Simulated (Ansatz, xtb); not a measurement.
Relative energy of two isomers of CH7N2+

Structure I is `NC[NH3+]`, a singlet and structure II is `C[NH2+]N`, a singlet. Both are isolated ions in the gas phase, relaxed with PBE-D3(BJ)/def2-SVP; the shapes shown needn't be the lowest conformers.

I (Å):

```yaml
atoms:
  - { symbol: C, position_ang: [0.6695, 0.7103, -1.7845] }
  - { symbol: N, position_ang: [-0.4195, 0.4907, -2.6016] }
  - { symbol: N, position_ang: [0.2621, 0.5801, -0.2237] }
  - { symbol: H, position_ang: [-0.8717, 1.2826, -3.0593] }
  - { symbol: H, position_ang: [-0.5010, -0.3946, -3.1025] }
  - { symbol: H, position_ang: [1.4811, -0.0364, -1.8835] }
  - { symbol: H, position_ang: [1.0899, 1.7333, -1.8380] }
  - { symbol: H, position_ang: [-0.1252, -0.3623, -0.0343] }
  - { symbol: H, position_ang: [-0.4840, 1.2613, 0.0074] }
  - { symbol: H, position_ang: [1.0591, 0.7397, 0.4217] }
```

II (Å):

```json
{"atom": "C", "x (Å)": "0.2420", "y (Å)": "0.0185", "z (Å)": "-2.4087"}
{"atom": "N", "x (Å)": "-0.1952", "y (Å)": "0.8857", "z (Å)": "-1.2649"}
{"atom": "N", "x (Å)": "0.8995", "y (Å)": "1.1965", "z (Å)": "-0.3907"}
{"atom": "H", "x (Å)": "-0.6127", "y (Å)": "-0.1115", "z (Å)": "-3.0977"}
{"atom": "H", "x (Å)": "1.0893", "y (Å)": "0.5211", "z (Å)": "-2.9074"}
{"atom": "H", "x (Å)": "0.5568", "y (Å)": "-0.9615", "z (Å)": "-2.0055"}
{"atom": "H", "x (Å)": "-0.5347", "y (Å)": "1.7886", "z (Å)": "-1.6510"}
{"atom": "H", "x (Å)": "-1.0224", "y (Å)": "0.4467", "z (Å)": "-0.7987"}
{"atom": "H", "x (Å)": "0.5542", "y (Å)": "1.7971", "z (Å)": "0.3728"}
{"atom": "H", "x (Å)": "1.2401", "y (Å)": "0.3148", "z (Å)": "0.0213"}
```

Task: Which of the two would you expect CCSD(T)/def2-TZVP electronic energies to favour?

Result: Structure I; the calculation gives E(II) − E(I) = +1.183 eV.

How the difference moves with the method:

```
              level             geometry  E(II) − E(I) (eV)  departure from the last row (eV)  job, with rough time for the two
           GFN2-xTB             GFN2-xTB              +0.939                            −0.243              optimisation, 0.38 s
          HF/STO-3G             GFN2-xTB              +0.807                            −0.376                 single point, 1 s
 r2SCAN-D4/def2-SVP             GFN2-xTB              +1.313                            +0.131               single point, 8.1 s
PBE-D3(BJ)/def2-SVP  PBE-D3(BJ)/def2-SVP              +1.303                            +0.121                optimisation, 74 s
       HF/def2-TZVP  PBE-D3(BJ)/def2-SVP              +1.190                            +0.007           part of the CCSD(T) run
      MP2/def2-TZVP  PBE-D3(BJ)/def2-SVP              +1.251                            +0.069           part of the CCSD(T) run
  CCSD(T)/def2-TZVP  PBE-D3(BJ)/def2-SVP              +1.183                                                  single point, 94 s
```

As drawn, II has 1 N–N, 1 C–H in place of 1 C–N, 1 N–H.

The levels shown agree on the order. The largest departure from CCSD(T)/def2-TZVP is that of HF/STO-3G, 0.376 eV.

With harmonic frequencies from PBE-D3(BJ)/def2-SVP (ideal gas, rigid rotor, one conformer each, 298.15 K, 1 atm): on the last row, ΔE + ΔZPE = +1.211, ΔH = +1.197, ΔG = +1.225 eV.

The correlated steps freeze 3 core orbitals. Mirror images aren't counted in ΔG. Run with Ansatz 0.2.0, xtb 6.7.1; the last row on 1 thread of AMD EPYC (Zen 3) on a shared host.
